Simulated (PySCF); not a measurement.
## Working with the constants of Na₂⁻

ROHF-CCSD(T) constants of Na₂⁻, doublet, unpaired electrons σ ↑ (basis Na aug-pcseg-1; no relativity; PySCF 2.14; masses 22.9898 and 22.9898 u):

| Quantity | Value |
| --- | --- |
| ωe | 97.9 cm⁻¹ |
| ωexe | 0.678 cm⁻¹ |
| Be | 0.10986 cm⁻¹ |
| αe | 0.00104 cm⁻¹ |
| D (centrifugal) | 5.53e-07 cm⁻¹ |
| De to Na + Na⁻ | 0.56 eV |

Task: Give the vibrational terms G(v) and spacings up to v = 6.

Result: G(v) = ωe(v+½) − ωexe(v+½)².

```
v  G(v) (cm⁻¹)  G(v) − G(v−1)  Bv (cm⁻¹)
0         48.8                    0.1093
1        145.3           96.5     0.1083
2        240.5           95.2     0.1073
3        334.3           93.8     0.1062
4        426.8           92.5     0.1052
5        517.9           91.1     0.1041
6        607.7           89.8     0.1031
```

Task: How well does the Morse estimate ωe²/(4ωexe) reproduce De, and what is D0?

Result: It gives 0.44 eV, 78 % of the computed De. D0 = De − G(0) = 0.56 − 0.01 = 0.55 eV.

Correlated steps freeze 2 core orbitals. Correlated levels converge slowly with the basis: in double zeta they bind strong bonds too weakly, by up to about 1 eV, and carry superposition errors of some tenths. The state is the lowest determinant that a PBE0 search found; another state may lie lower at other levels.
